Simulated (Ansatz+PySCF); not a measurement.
Results of a calculation; reference values are marked as such.
## PySCF 2.14.0 run

```python
from pyscf import gto, scf, mp

mol = gto.M(atom="""
C -1.386230 -0.704990 -0.333980
C -1.849160 0.455250 0.067710
H -1.645700 -1.746580 -0.222170
H -2.739040 0.520130 0.694910
H -1.369430 1.389980 -0.203150
C 1.645870 0.103250 0.107540
O 1.441490 1.192130 -0.250040
O 1.865130 -0.981320 0.466930
""", basis='cc-pvtz', charge=0, spin=1)
mf = scf.UHF(mol)
mf.kernel()
pt = mp.MP2(mf, frozen=5).run()
print(mf.e_tot, pt.e_corr, pt.e_tot)
```

The script is written out from the run's settings.

The run gave:

| Property | Result |
| --- | --- |
| Converged | yes |
| Reference energy | -265.12637 hartree |
| Correlation energy | -0.88931 hartree |
| Total energy | -266.01568 hartree |
| Spin squared of the determinant | 0.951 |

Caution: the unrestricted determinant is spin contaminated.
